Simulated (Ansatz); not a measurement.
`NC1=C(F)C1` + H₂O → `NC1=C(O)C1` + H–F at 700 K and 1 bar (formal hydrolysis of a C–F bond).

Program: Ansatz. Geometries: PBE0-D4/def2-TZVP. ΔE: electronic, gas phase. CCSD(T)/CBS adds triple-zeta CCSD(T) − MP2 to the extrapolated MP2 energy (def2 sets, frozen cores). This one scheme is used for every species. Each species was taken in one conformer, which may not be the lowest.

| species | CCSD(T)/CBS energy (Eh) | H − E (kJ/mol) | S (J/(mol·K)) |
| --- | --- | --- | --- |
| `NC1=C(F)C1` | -270.93926 | 237.7 | 394.9 |
| H₂O | -76.37941 | 80.5 | 218.4 |
| `NC1=C(O)C1` | -246.93223 | 275.1 | 411.9 |
| H–F | -100.39570 | 45.2 | 198.5 |

H − E and S are ideal-gas, rigid-rotor, harmonic terms from PBE0-D4/def2-TZVP, for one conformer and one mirror image of each species. 1 Eh = 2625.50 kJ/mol, R = 8.31446 J/(mol·K).

Problem. By hand: ΔE, ΔH, ΔS and ΔG.

Solution. ΔE = (-246.93223) + (-100.39570) − (-270.93926) − (-76.37941) = -0.00926 Eh = -24.3 kJ/mol. Δ(H − E) = 275.1 + 45.2 − 237.7 − 80.5 = 2.1, so ΔH = -22.2 kJ/mol. ΔS = 411.9 + 198.5 − 394.9 − 218.4 = -2.9 J/(mol·K). ΔG = -22.2 − 700 × (-2.9)/1000 = -20.2 kJ/mol.

Problem. By hand: the equilibrium constant, and the temperature at which ΔG would vanish if ΔH and ΔS stayed fixed.

Solution. log₁₀ K = −ΔG/(RT ln 10) = 1.5. ΔG = 0 at ΔH/ΔS = 7655 K, far beyond where these terms or the molecules hold.

The number of gas molecules stays the same, so ΔS is small and ΔH decides. A doubt of 5 kJ/mol in ΔE shifts log₁₀ K by 0.4 here. Other conformers and mirror images would add mixing entropy, several J/(mol·K) or more a flexible species. These are equilibria of isolated gas molecules and say nothing of rates. Largest T1 diagnostic: 0.012 (customary marks: 0.02 for closed shells, 0.045 for open ones).
